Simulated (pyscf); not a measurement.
# Hydrogen abstraction: HO–Sc(OH)–OH + H• -> [O–Sc(OH)–OH]• + H₂

Gas phase, doublet surface, charge 0. Bonds broken: O2–H5. Bonds formed: H5–H8. PySCF, gas phase, ωB97X-D3(BJ)/def2-SVP geometries.

Transition state (Å):

```xyz
8

Sc     0.2048     0.1617    -0.3471
O      0.2153     1.1174     1.3448
O      1.7757    -0.7206    -0.7843
O     -1.3309     0.1940    -1.3897
H     -1.0284     1.7069     1.4774
H      2.5113    -1.2187    -1.1421
H     -1.9993     0.0828    -2.0668
H     -1.8067     1.8927     1.2396
```

One imaginary mode, 878i cm⁻¹; descent along it reached the two sides named.

| bond | change | reactant side (Å) | saddle | product side |
|---|---|---|---|---|
| O2–H5 | breaks | 0.959 | 1.383 | 2.234 |
| H5–H8 | forms | 2.7 | 0.835 | 0.762 |

Electronic energies relative to the separated reactants (kcal/mol):

| level | barrier | reaction energy | reverse barrier |
|---|---|---|---|
| ωB97X-D3(BJ)/def2-TZVP | 19.1 | +16.3 | 2.8 |
| PBE/def2-TZVP | 15.0 | +18.0 | -3.0 |
| r²SCAN/def2-TZVP | 14.1 | +14.3 | -0.2 |
| B3LYP-D3(BJ)/def2-TZVP | 13.9 | +13.2 | 0.8 |
| PBE0-D3(BJ)/def2-TZVP | 18.3 | +17.9 | 0.4 |
| M06-2X/def2-TZVP | 22.9 | +18.3 | 4.6 |
| ωB97M-D3(BJ)/def2-TZVP | 20.0 | +16.8 | 3.2 |
| HF/def2-TZVP | 24.5 | +7.3 | 17.1 |

With ωB97M-D3(BJ)/def2-TZVP energies and thermal terms (ideal gas, 1 atm, RRHO with modes under 100 cm⁻¹ raised to 100, one conformer, R ln 2 for chiral ones without a mode under 150 cm⁻¹), in kcal/mol:

| T (K) | ΔH‡ | ΔG‡ | ΔH | ΔG |
|---|---|---|---|---|
| 298 | 18.3 | 24.2 | +16.4 | +15.3 |
| 600 | 17.8 | 30.3 | +16.0 | +14.3 |
| 900 | 17.4 | 36.7 | +15.5 | +13.6 |
| 1200 | 17.2 | 43.2 | +14.9 | +13.0 |

At PBE, r²SCAN this geometry lies under the product side: in single points on another level's saddle the reverse barrier vanishes, and the forward threshold there is about the reaction energy. This is the saddle that the search found; another between the same sides may lie lower. The angle at the transferred H is 155°. Open-shell species with a d-block atom are single-reference here; other states, and whether the spin sits on metal or ligand, were not checked.
